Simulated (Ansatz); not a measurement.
Consider the ligand exchange at the Si–Cl bond: `B[SiH2]Cl` + H–F → `B[SiH2]F` + HCl.

Calculated with Ansatz (gas phase, PBE0-D4/def2-TZVP geometries, no zero-point term in ΔE). CCSD(T)/CBS is the MP2 limit (def2-TZVPP, def2-QZVPP) plus CCSD(T) − MP2 in def2-TZVPP, frozen cores. This one scheme is used for every species. Functionals use def2-TZVPP.

| species | BLYP energy (Eh) |
| --- | --- |
| `B[SiH2]Cl` | -776.95174 |
| H–F | -100.48139 |
| `B[SiH2]F` | -416.63517 |
| HCl | -460.81404 |

Task: Work out ΔE.

Result: ΔE = (-416.63517) + (-460.81404) − (-776.95174) − (-100.48139) = -0.01608 Eh = -0.44 eV. CCSD(T)/CBS gives -0.31 eV.

Largest T1 diagnostic among the species: 0.012.

In def2-TZVPP, CCSD(T) changes the Hartree–Fock value by +0.11 eV (the triples alone add +0.02 eV) and MP2 by +0.16 eV. The D4 term adds +0.05 eV with B3LYP and +0.03 eV with PBE0; it sums over pairs of atoms, weighted by their polarisabilities, and B3LYP, whose exchange is more repulsive, gets the larger term. At CCSD(T), def2-SVP lies −0.05 eV from the extrapolated value and def2-TZVPP −0.04 eV.

B3LYP here is the variant with VWN-RPA as its local correlation; programs differ in this.
